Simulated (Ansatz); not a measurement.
OS, SMILES `O=S` (lower triplet) (charge 0, multiplicity 3). The linear singlet lies higher and needs more than one determinant, so no gap is given.

These are frozen-core CCSD(T)/cc-pV5Z // B3LYP-D3(BJ)/def2-TZVP run with Ansatz (an electronic-structure program) values and carry that method's errors.

Ansatz 0.2 input:
```yaml
crystal:
  periodic: [false, false, false]
  atoms:
    - { symbol: O, position_ang: [0.744952, -0.000004, -0.000003] }
    - { symbol: S, position_ang: [-0.744952, 0.000004, 0.000003] }
basis:
  gaussian: { orbitals: cc-pV5Z }
correlation:
  method: ccsd_t
magnetization:
  spin_polarized: true
  initial_magnetization: 2
```

Output:

```
Functional definition: HF
1228 factors; integrals over basis functions are off by at most 8.0e-4 eV
mean field evaluation 1: about -12853.4522 eV, gradient 2.0e1 eV
mean field evaluation 2: about -12853.4530 eV, gradient 2.0e1 eV
mean field evaluation 4: about -12855.1332 eV, gradient 2.7e0 eV
mean field evaluation 8: about -12855.1984 eV, gradient 2.1e-1 eV
mean field evaluation 16: about -12855.1869 eV, gradient 9.1e-1 eV
mean field evaluation 32: about -12851.6900 eV, gradient 3.3e-1 eV
mean field evaluation 64: about -12851.6915 eV, gradient 4.5e-3 eV
mean field -12855.19975890 eV, -472.4198775724 hartree, gradient 2.2e-6 eV, S^2 2.058951; 2 other end points of the search recorded, 0 dependent functions left out
6 core orbitals not correlated
reference -12855.19975890 eV, -472.4198775724 hartree; 7, 5 occupied and 173, 175 virtual orbitals, 1228 factors
second order -11.42790253 eV of doubles, -0.00000000 eV of singles
cycle   1  -11.13100309 eV  change    3.0e-1 eV  update   9.5e-2
cycle   2  -11.51033860 eV  change   -3.8e-1 eV  update   3.2e-2
cycle   3  -11.60253406 eV  change   -9.2e-2 eV  update   1.6e-2
cycle   4  -11.59647747 eV  change    6.1e-3 eV  update   4.3e-3
cycle   5  -11.59600059 eV  change    4.8e-4 eV  update   1.7e-3
cycle   6  -11.59603014 eV  change   -3.0e-5 eV  update   5.7e-4
cycle   7  -11.59607306 eV  change   -4.3e-5 eV  update   2.3e-4
cycle   8  -11.59616886 eV  change   -9.6e-5 eV  update   7.6e-5
cycle   9  -11.59616857 eV  change    2.9e-7 eV  update   2.0e-5
cycle  10  -11.59615486 eV  change    1.4e-5 eV  update   8.7e-6
perturbative correction -0.60220744 eV, -0.0221307151 hartree
Total energy: -12867.39812120 eV, -472.8681591183 hartree
```
